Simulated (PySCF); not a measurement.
CS₂.
Bonds: S1–C2 (double), C2–S3 (double).

The same species was optimised twice, with GFN2-xTB and with PBE0-D3(BJ)/def2-SVP (PySCF), and the same property calculations (PySCF, gas phase) were run on both structures.

```
  coordinate  GFN2-xTB  PBE0-D3(BJ)/def2-SVP  change
   C2=S3 (Å)     1.550                 1.556  +0.006
   S1=C2 (Å)     1.550                 1.556  +0.006
S1–C2–S3 (°)     180.0                 180.0     0.0
```

Rotational constants: B = 3289 MHz (linear) (GFN2-xTB) against B = 3265 MHz (linear) (PBE0-D3(BJ)/def2-SVP). Point groups within 0.08 Å: D∞h and D∞h.

On the GFN2-xTB structure: HOMO (eV) -7.93 [PBE0/pcSseg-1]; LUMO (eV) -1.99 [PBE0/pcSseg-1]; GIAO shielding of S1/S3 (mean) (ppm) 503.7 [PBE0/pcSseg-1]; GIAO shielding of C2 (ppm) -21.4 [PBE0/pcSseg-1].

What do these properties become on the PBE0-D3(BJ)/def2-SVP structure?

```tsv
property	level	on GFN2-xTB	on PBE0-D3(BJ)/def2-SVP	change
HOMO (eV)	PBE0/pcSseg-1	-7.93	-7.93	0.00
LUMO (eV)	PBE0/pcSseg-1	-1.99	-2.02	-0.03
energy, GFN2-xTB geometry as zero (kcal/mol)	PBE0/pcSseg-1	0.0	-0.1	-0.1
GIAO shielding of S1/S3 (mean) (ppm)	PBE0/pcSseg-1	503.7	495.7	-8.0
GIAO shielding of C2 (ppm)	PBE0/pcSseg-1	-21.4	-23.3	-1.9
```

The heavy atoms differ by 0.005 Å rms after alignment. Among all bonds S1=C2 and C2=S3 change most and about equally (+0.006 Å). Changes are differences of the printed values. Neither structure is proved a minimum here.
